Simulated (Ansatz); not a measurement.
`C#CCS` → `C#CS` + `[CH2]` (triplet) at 400 K and 1 bar (formal loss of a carbene).

Isolated molecules relaxed with PBE0-D4/def2-TZVP in Ansatz; ΔE leaves out vibrations. CCSD(T)/CBS adds triple-zeta CCSD(T) − MP2 to the extrapolated MP2 energy (def2 sets, frozen cores). This one scheme is used for every species. Triplets are unrestricted, without spin–orbit coupling. One conformer a species, not always the lowest.

```csv
species,CCSD(T)/CBS energy (Eh),H − E (kJ/mol),S (J/(mol·K))
`C#CCS`,-514.26138,172.0,325.9
`C#CS`,-475.00020,91.3,281.7
`[CH2]` (triplet),-39.09499,59.0,205.7
```

H − E and S are ideal-gas, rigid-rotor, harmonic terms from PBE0-D4/def2-TZVP, for one conformer and one mirror image of each species, with the whole ground term of open shells counted as degenerate. 1 Eh = 2625.50 kJ/mol, R = 8.31446 J/(mol·K).

Question: By hand: ΔE, ΔH, ΔS and ΔG.

Answer: ΔE = (-475.00020) + (-39.09499) − (-514.26138) = 0.16619 Eh = 436.3 kJ/mol. Δ(H − E) = 91.3 + 59.0 − 172.0 = -21.7, so ΔH = 414.6 kJ/mol. ΔS = 281.7 + 205.7 − 325.9 = 161.5 J/(mol·K). ΔG = 414.6 − 400 × (161.5)/1000 = 350.0 kJ/mol.

Question: By hand: the equilibrium constant, and the temperature at which ΔG would vanish if ΔH and ΔS stayed fixed.

Answer: log₁₀ K = −ΔG/(RT ln 10) = -45.7. ΔG = 0 at ΔH/ΔS = 2567 K, far beyond where these terms or the molecules hold.

The number of gas molecules changes by +1, which sets the sign of ΔS. A doubt of 5 kJ/mol in ΔE shifts log₁₀ K by 0.7 here. Other conformers and mirror images would add mixing entropy, several J/(mol·K) or more a flexible species. A triplet takes part, so the spin changes. These are equilibria of isolated gas molecules and say nothing of rates. Largest T1 diagnostic: 0.013 (customary marks: 0.02 for closed shells, 0.045 for open ones).
